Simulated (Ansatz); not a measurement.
The input, for Ansatz 0.2.0:

```yaml
crystal:
  periodic: [false, false, false]
  atoms:
    - {symbol: Si, position_ang: [0.000000, -0.050740, 0.000000]}
    - {symbol: H, position_ang: [0.000000, 0.706913, -1.278374]}
    - {symbol: H, position_ang: [0.000000, 0.706912, 1.278374]}
basis:
  gaussian: {orbitals: cc-pVDZ}
magnetization: {spin_polarized: false, initial_magnetization: 2}
correlation: {method: bccd_t, electrons: outside_noble_gas}
```

```sh
$ ansatz run in.yaml --threads 1 --pin off --events-out ev --progress --plain --max-ram 2393MiB
```

(1) Roughly how long does this take on 1 thread of Arm Neoverse V2, shared host, and how much host memory?

```
271 factors; integrals over basis functions are off by at most 1.2e-3 eV
mean field evaluation 1: about -7890.8958 eV, gradient 7.5e0 eV
mean field evaluation 2: about -7890.8970 eV, gradient 7.5e0 eV
mean field evaluation 4: about -7891.5625 eV, gradient 5.5e-1 eV
mean field evaluation 8: about -7891.5673 eV, gradient 3.9e-4 eV
mean field evaluation 16: about -7891.5673 eV, gradient 1.0e-6 eV
mean field -7891.56728094 eV, -290.0097484781 hartree, gradient 1.0e-6 eV, S^2 2.000000; 0 other end points of the search recorded, 0 dependent functions left out
5 core orbitals not correlated: weight in the atoms' cores, before any rotation towards them, 1.000 or more for the frozen orbitals, at most 0.000 for the correlated occupied ones
reference -7891.56728094 eV, -290.0097484781 hartree; 4, 2 occupied and 19, 21 virtual orbitals, 271 factors
second order -1.98452915 eV of doubles, -0.03077888 eV of singles
cycle   1  -2.45245453 eV  change   -4.4e-1 eV  update   5.1e-2
cycle   2  -2.61087485 eV  change   -1.6e-1 eV  update   2.1e-2
cycle   3  -2.61502740 eV  change   -4.2e-3 eV  update   6.9e-3
cycle   4  -2.61484153 eV  change    1.9e-4 eV  update   1.8e-3
cycle   5  -2.61419398 eV  change    6.5e-4 eV  update   5.5e-4
cycle   6  -2.61431440 eV  change   -1.2e-4 eV  update   1.8e-4
cycle   7  -2.61441691 eV  change   -1.0e-4 eV  update   5.0e-5
cycle   8  -2.61438971 eV  change    2.7e-5 eV  update   1.4e-5
cycle   9  -2.61439236 eV  change   -2.6e-6 eV  update   4.9e-6
perturbative correction -0.05266937 eV, -0.0019355636 hartree
Total energy: -7894.23434266 eV, -290.1077611887 hartree
```

For the same geometry and basis full CI lies 17.5 meV lower.

Answers

(1) 0.42 s wall and 0.14 GiB.
